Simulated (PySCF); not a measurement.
Stepwise substitution at one centre (B F-SiH3). Isolated molecules, 0 K electronic values unless said otherwise. Strings in code marks are SMILES.

Computed with B3LYP-D3(BJ)/def2-TZVP (PySCF 2.14.0). B3LYP has the VWN-RPA correlation part, as in Gaussian. Excitations are Tamm–Dancoff values on a coarser integration grid. The basis has no diffuse functions, so Rydberg states are missing or too high.

```json
[
 {"species": "0 of 3 F replaced by SiH3", "HOMO (eV)": "?", "T1 excitation (TDA) (eV)": "10.23"},
 {"species": "1 of 3 F replaced by SiH3 (`FB([SiH3])F`)", "HOMO (eV)": "-8.94", "T1 excitation (TDA) (eV)": "5.24"},
 {"species": "2 of 3 F replaced by SiH3", "HOMO (eV)": "-7.31", "T1 excitation (TDA) (eV)": "?"},
 {"species": "3 of 3 F replaced by SiH3 (`[SiH3]B([SiH3])[SiH3]`)", "HOMO (eV)": "-7.81", "T1 excitation (TDA) (eV)": "2.58"}
]
```

Question: Some entries are withheld; supply them.

Answer: 
- 0 of 3 F replaced by SiH3, HOMO (eV): -11.90
- 2 of 3 F replaced by SiH3, T1 excitation (TDA) (eV): 2.93
